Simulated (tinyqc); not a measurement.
G0W0 on RHF in the sto-3g basis, for BH2+, spin multiplicity 1, step by step (part 2 of 2). Computed by tinyqc, a small Python program that keeps every step (integrals from PySCF). Command: `OMP_NUM_THREADS=1 python tinyqc.py 24618 24619 out.jsonl` (the two numbers bound the seeds that draw the settings). One thread of a shared host (Intel(R) Xeon(R) Processor @ 2.60GHz), about 0.09 s of CPU time with the checks.

Geometry (angstrom):
```
atom         x          y         z
B     0.000000   0.000000  0.000000
H     0.000000   0.956000  0.529000
H     0.000000  -0.956000  0.529000
```

## Integrals over molecular orbitals

coefficients C, order 1B 1s, 1B 2s, 1B 2px, 1B 2py, 1B 2pz, 2H 1s, 3H 1s:
$$\begin{pmatrix}
0.992051 & -0.236714 & 0.000000 & 0.129195 & 0.000000 & -0.198288 & 0.000000 \\
0.031917 & 0.612209 & 0.000000 & -0.552728 & 0.000000 & 1.311194 & 0.000000 \\
0.000000 & 0.000000 & 0.000000 & 0.000000 & 1.000000 & 0.000000 & 0.000000 \\
0.000000 & 0.000000 & 0.591244 & 0.000000 & 0.000000 & 0.000000 & 1.251441 \\
0.002148 & 0.132126 & 0.000000 & 0.833212 & 0.000000 & 0.755023 & 0.000000 \\
-0.005813 & 0.307887 & 0.377193 & 0.179357 & 0.000000 & -0.994508 & -0.984005 \\
-0.005813 & 0.307887 & -0.377193 & 0.179357 & 0.000000 & -0.994508 & 0.984005
\end{pmatrix}$$

core Hamiltonian H = T + V (hartree), order 1B 1s, 1B 2s, 1B 2px, 1B 2py, 1B 2pz, 2H 1s, 3H 1s:
$$\begin{pmatrix}
-13.289742 & -3.448215 & 0.000000 & 0.000000 & -0.021345 & -1.075741 & -1.075741 \\
-3.448215 & -4.331515 & 0.000000 & 0.000000 & -0.174664 & -2.147575 & -2.147575 \\
0.000000 & 0.000000 & -3.443881 & 0.000000 & 0.000000 & 0.000000 & 0.000000 \\
0.000000 & 0.000000 & 0.000000 & -3.657448 & 0.000000 & -1.601547 & 1.601547 \\
-0.021345 & -0.174664 & 0.000000 & 0.000000 & -3.509274 & -0.927136 & -0.927136 \\
-1.075741 & -2.147575 & 0.000000 & -1.601547 & -0.927136 & -3.113134 & -0.592117 \\
-1.075741 & -2.147575 & 0.000000 & 1.601547 & -0.927136 & -0.592117 & -3.113134
\end{pmatrix}$$

Given earlier and not repeated: Two-electron integrals (ij|kl) in chemists' order.

(pq|rs) = sum C_ip C_jq C_kr C_ls (ij|kl), one index at a time.

one-electron integrals over orbitals h = C^T H C (hartree):
$$\begin{pmatrix}
-13.275997 & 0.289708 & 0.000000 & -0.182313 & 0.000000 & 0.201597 & 0.000000 \\
0.289708 & -3.615813 & 0.000000 & 0.025659 & 0.000000 & -0.480988 & 0.000000 \\
0.000000 & 0.000000 & -3.424550 & 0.000000 & 0.000000 & 0.000000 & -0.483223 \\
-0.182313 & 0.025659 & 0.000000 & -3.373369 & 0.000000 & -0.217468 & 0.000000 \\
0.000000 & 0.000000 & 0.000000 & 0.000000 & -3.443881 & 0.000000 & 0.000000 \\
0.201597 & -0.480988 & 0.000000 & -0.217468 & 0.000000 & -2.707818 & 0.000000 \\
0.000000 & 0.000000 & -0.483223 & 0.000000 & 0.000000 & 0.000000 & -2.721242
\end{pmatrix}$$

Two-electron integrals over orbitals (pq|rs), unique and non-zero (hartree):
```
(11|11) 2.890429    (21|11) -0.257969   (21|21) 0.036829    (22|11) 0.634658
(22|21) -0.007434   (22|22) 0.500966    (31|31) 0.009896    (32|31) 0.016999
(32|32) 0.148203    (33|11) 0.594174    (33|21) -0.003653   (33|22) 0.492321
(33|33) 0.512227    (41|11) 0.139871    (41|21) -0.016577   (41|22) 0.015705
(41|33) 0.007546    (41|41) 0.026654    (42|11) -0.051426   (42|21) 0.006896
(42|22) 0.035082    (42|33) 0.019473    (42|41) 0.014046    (42|42) 0.063423
(43|31) -0.002838   (43|32) 0.013412    (43|43) 0.027987    (44|11) 0.720467
(44|21) -0.013575   (44|22) 0.447588    (44|33) 0.445834    (44|41) -0.011732
(44|42) -0.062854   (44|44) 0.601577    (51|51) 0.021719    (52|51) 0.021768
(52|52) 0.073934    (53|53) 0.021287    (54|51) -0.011828   (54|52) -0.030193
(54|54) 0.044215    (55|11) 0.742000    (55|21) -0.009864   (55|22) 0.480661
(55|33) 0.459664    (55|41) 0.004873    (55|42) -0.025346   (55|44) 0.516273
(55|55) 0.586773    (61|11) -0.207126   (61|21) 0.032254    (61|22) -0.000163
(61|33) -0.000605   (61|41) -0.004682   (61|42) 0.013336    (61|44) -0.017584
(61|55) -0.005000   (61|61) 0.033506    (62|11) 0.192000    (62|21) -0.006889
(62|22) 0.041955    (62|33) 0.007839    (62|41) 0.012700    (62|42) -0.001308
(62|44) 0.060274    (62|55) 0.093086    (62|61) 0.000143    (62|62) 0.086722
(63|31) -0.000175   (63|32) -0.071609   (63|43) -0.018336   (63|63) 0.074616
(64|11) 0.069551    (64|21) 0.000540    (64|22) 0.021903    (64|33) 0.005117
(64|41) 0.006147    (64|42) 0.007791    (64|44) 0.029651    (64|55) 0.027475
(64|61) 0.004252    (64|62) 0.039470    (64|64) 0.025460    (65|51) 0.018421
(65|52) 0.054887    (65|54) -0.015616   (65|65) 0.048605    (66|11) 0.642424
(66|21) -0.006756   (66|22) 0.512812    (66|33) 0.501540    (66|41) 0.023547
(66|42) 0.059285    (66|44) 0.425552    (66|55) 0.470368    (66|61) 0.004954
(66|62) 0.026522    (66|64) 0.019692    (66|66) 0.563662    (71|31) 0.014963
(71|32) 0.021630    (71|43) -0.005128   (71|63) 0.000538    (71|71) 0.022926
(72|31) 0.006281    (72|32) -0.027761   (72|43) -0.029680   (72|63) 0.051499
(72|71) 0.009565    (72|72) 0.053792    (73|11) 0.205610    (73|21) -0.007471
(73|22) 0.019790    (73|33) 0.019625    (73|41) -0.002770   (73|42) -0.051041
(73|44) 0.101541    (73|55) 0.092836    (73|61) -0.008079   (73|62) 0.065097
(73|64) 0.024407    (73|66) -0.018423   (73|73) 0.105517    (74|31) -0.010136
(74|32) -0.068665   (74|43) 0.013273    (74|63) 0.034209    (74|71) -0.014428
(74|72) 0.002849    (74|74) 0.055206    (75|53) 0.016173    (75|75) 0.017635
(76|31) 0.010808    (76|32) 0.118533    (76|43) 0.025054    (76|63) -0.081868
(76|71) 0.013533    (76|72) -0.050446   (76|74) -0.052135   (76|76) 0.122912
(77|11) 0.675089    (77|21) -0.009991   (77|22) 0.486715    (77|33) 0.508498
(77|41) 0.003797    (77|42) 0.002546    (77|44) 0.479447    (77|55) 0.473672
(77|61) -0.008276   (77|62) 0.005412    (77|64) 0.000957    (77|66) 0.506071
(77|73) 0.029047    (77|77) 0.535618
```

## Screening: direct RPA

orbital energies (hartree): MO1 -7.974629, MO2 -1.045920, MO3 -0.897433, MO4 -0.263656, MO5 -0.196171, MO6 0.410892, MO7 0.437126

With D = e_a - e_i and K = (ia|jb): diagonalise D^(1/2) (D + 4K) D^(1/2) = Z w^2 Z^T; X + Y = D^(1/2) Z w^(-1/2), each column of Z with its largest component positive (the first on a tie); E_c = (sum w - tr (D + 2K)) / 2.

D^(1/2) (D + 4K) D^(1/2) (hartree^2):
```
           1>4        1>5        1>6        1>7        2>4       2>5        2>6        2>7
1>4  60.281220   0.000000  -0.150584   0.000000   0.137991  0.000000   0.170268   0.000000
1>5   0.000000  61.180167   0.000000   0.000000   0.000000  0.223853   0.000000   0.000000
1>6  -0.150584   0.000000  71.440818   0.000000   0.136628  0.000000   0.002005   0.000000
1>7   0.000000   0.000000   0.000000  71.529014   0.000000  0.000000   0.000000   0.135132
2>4   0.137991   0.000000   0.136628   0.000000   0.810393  0.000000  -0.005586   0.000000
2>5   0.000000   0.223853   0.000000   0.000000   0.000000  0.973376   0.000000   0.000000
2>6   0.170268   0.000000   0.002005   0.000000  -0.005586  0.000000   2.627650   0.000000
2>7   0.000000   0.000000   0.000000   0.135132   0.000000  0.000000   0.000000   2.518534
3>4   0.000000   0.000000   0.000000  -0.047360   0.000000  0.000000   0.000000  -0.115100
3>5   0.000000   0.000000   0.000000   0.000000   0.000000  0.000000   0.000000   0.000000
3>6   0.000000   0.000000   0.000000   0.007135   0.000000  0.000000   0.000000   0.286944
3>7  -0.035542   0.000000  -0.108108   0.000000  -0.208607  0.000000   0.363071   0.000000

           3>4       3>5        3>6        3>7
1>4   0.000000  0.000000   0.000000  -0.035542
1>5   0.000000  0.000000   0.000000   0.000000
1>6   0.000000  0.000000   0.000000  -0.108108
1>7  -0.047360  0.000000   0.007135   0.000000
2>4   0.000000  0.000000   0.000000  -0.208607
2>5   0.000000  0.000000   0.000000   0.000000
2>6   0.000000  0.000000   0.000000   0.363071
2>7  -0.115100  0.000000   0.286944   0.000000
3>4   0.472623  0.000000  -0.066786   0.000000
3>5   0.000000  0.551479   0.000000   0.000000
3>6  -0.066786  0.000000   2.102201   0.000000
3>7   0.000000  0.000000   0.000000   2.344322
```

excitation energies w (hartree): [0.681573, 0.742616, 0.883756, 0.986176, 1.398520, 1.455088, 1.634828, 1.697875, 7.764022, 7.821828, 8.452412, 8.457500]

X + Y:
```
            1         2          3          4          5          6          7          8
1>4  0.000000  0.000000  -0.006352   0.000000   0.000000   0.005718   0.000000  -0.004093
1>5  0.000000  0.000000   0.000000  -0.010442   0.000000   0.000000   0.000000   0.000000
1>6  0.000000  0.000000  -0.005262   0.000000   0.000000   0.003671   0.000000   0.002215
1>7  0.001982  0.000000   0.000000   0.000000   0.001937   0.000000  -0.004158   0.000000
2>4  0.000000  0.000000   0.931619   0.000000   0.000000  -0.092368   0.000000  -0.040747
2>5  0.000000  0.000000   0.000000   0.928250   0.000000   0.000000   0.000000   0.000000
2>6  0.000000  0.000000  -0.030608   0.000000   0.000000  -0.576863   0.000000   0.756531
2>7  0.075925  0.000000   0.000000   0.000000  -0.468779   0.000000   0.846618   0.000000
3>4  0.962537  0.000000   0.000000   0.000000  -0.003225   0.000000  -0.037514   0.000000
3>5  0.000000  0.971757   0.000000   0.000000   0.000000   0.000000   0.000000   0.000000
3>6  0.043900  0.000000   0.000000   0.000000   0.861174   0.000000   0.406272   0.000000
3>7  0.000000  0.000000   0.168973   0.000000   0.000000   0.773148   0.000000   0.508794

             9        10         11         12
1>4   0.996480  0.000000  -0.012857   0.000000
1>5   0.000000  0.997217   0.000000   0.000000
1>6   0.013984  0.000000   0.995942   0.000000
1>7   0.000000  0.000000   0.000000   0.997290
2>4   0.000747  0.000000   0.000582   0.000000
2>5   0.000000  0.001225   0.000000   0.000000
2>6   0.001278  0.000000  -0.000005   0.000000
2>7   0.000000  0.000000   0.000000   0.000821
3>4   0.000000  0.000000   0.000000  -0.000183
3>5   0.000000  0.000000   0.000000   0.000000
3>6   0.000000  0.000000   0.000000   0.000044
3>7  -0.000261  0.000000  -0.000621   0.000000
```

RPA correlation energy = -0.04223669 hartree

## G0W0 on Hartree-Fock: HOMO

W(p,q,m) = sqrt2 sum_ia (pq|ia) (X+Y)_ia,m; Sigma_c(x) = sum_(i,m) W^2/(x - e_i + w_m) + sum_(a,m) W^2/(x - e_a - w_m); solve x = e_p + Sigma_c(x) by Newton steps; Z = 1/(1 - dSigma/dx); 1 hartree = 27.211386 eV.

The 12 largest terms at x = e_p (hartree; W for the signs of X + Y given):
```
q  m          W       term
7  8   0.148503  -0.007272
6  7   0.105501  -0.003782
2  7  -0.075221   0.003173
2  5  -0.068809   0.003061
7  6   0.068868  -0.001700
6  5   0.056817  -0.001193
3  3   0.029943   0.001015
4  7  -0.047526  -0.000996
7  3  -0.044766  -0.000903
4  1   0.033757  -0.000866
5  2   0.029254  -0.000593
3  8   0.021341   0.000268
```

Newton steps (hartree):
```
step          x  Sigma_c(x)         Z
0     -0.897433   -0.009511  0.988107
1     -0.906831   -0.009398  0.988086
2     -0.906831   -0.009398  0.988086
```

quasiparticle energy of the HOMO = -24.676117 eV

Hartree-Fock value = -24.420387 eV

## G0W0 on Hartree-Fock: LUMO

As before.

The 12 largest terms at x = e_p (hartree; W for the signs of X + Y given):
```
q  m          W       term
4  8   0.141185  -0.011740
4  3  -0.060919  -0.004199
4  6   0.069877  -0.003356
2  3   0.071195   0.003042
2  6  -0.062843   0.001765
6  8   0.059319  -0.001483
5  4  -0.039462  -0.001478
3  7  -0.047526   0.000996
3  1   0.033757   0.000866
7  5   0.039674  -0.000750
2  8  -0.041820   0.000705
7  1   0.020457  -0.000303
```

Newton steps (hartree):
```
step          x  Sigma_c(x)         Z
0     -0.263656   -0.016244  0.979615
1     -0.279568   -0.015915  0.979936
2     -0.279571   -0.015915  0.979936
```

quasiparticle energy of the LUMO = -7.607516 eV

Hartree-Fock value = -7.174443 eV
